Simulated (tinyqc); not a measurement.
Inside a calculation. Method: UKS/LDA (PW92) in the sto-3g basis, for H2O+, spin multiplicity 2. One step of it, computed by the program tinyqc.

Problem. Orthogonalisation. S = U s U^T; symmetric (Loewdin) form X = U s^(-1/2) U^T, so that X^T S X = 1.

overlap S, lower triangle:
```
           1O 1s     1O 2s    1O 2px     1O 2py    1O 2pz     2H 1s     3H 1s
1O 1s   1.000000
1O 2s   0.236704  1.000000
1O 2px  0.000000  0.000000  1.000000
1O 2py  0.000000  0.000000  0.000000   1.000000
1O 2pz  0.000000  0.000000  0.000000   0.000000  1.000000
2H 1s   0.060741  0.508132  0.000000   0.343172  0.224712  1.000000
3H 1s   0.050772  0.458057  0.000000  -0.321420  0.210761  0.228179  1.000000
```

Give: eigenvalues of S; X.

Solution.

eigenvalues of S: 0.326  0.412  0.894  1.000  1.082  1.369  1.918

X, lower triangle:
```
         1O 1s   1O 2s  1O 2px  1O 2py  1O 2pz   2H 1s  3H 1s
1O 1s    1.024
1O 2s   -0.144   1.263
1O 2px   0.000   0.000   1.000
1O 2py  -0.001   0.022   0.000   1.131
1O 2pz  -0.010   0.106   0.000   0.008   1.047
2H 1s    0.024  -0.339   0.000  -0.264  -0.147   1.247
3H 1s    0.022  -0.278   0.000   0.234  -0.126  -0.083  1.193
```
